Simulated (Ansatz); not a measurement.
SiH2MeCl (CH₅ClSi). The state is a singlet with charge 0. Geometry relaxed at r2SCAN-D4/def2-TZVP.

```csv
atom,x (Å),y (Å),z (Å)
Si1,-0.765,0.366,0.100
H2,-0.748,1.556,0.984
H3,-1.821,-0.570,0.555
C4,0.897,-0.461,0.043
H5,1.185,-0.795,1.044
H6,1.663,0.227,-0.321
H7,0.877,-1.333,-0.615
Cl8,-1.287,1.011,-1.790
```

Q: Estimate the harmonic wavenumbers at RKS r2SCAN-D4/def2-TZVP (Ansatz, unscaled). Is this a minimum?

A: 168, 199, 492, 523, 682, 696, 752, 883, 912, 963, 1274, 1445, 1451, 2230, 2235, 3035, 3118, 3130 cm⁻¹. Yes, no mode is imaginary beyond noise. Zero-point energy 144.7 kJ/mol. Hardware: 4 threads of Arm Neoverse V2 on a shared host. Wall time 52 s.
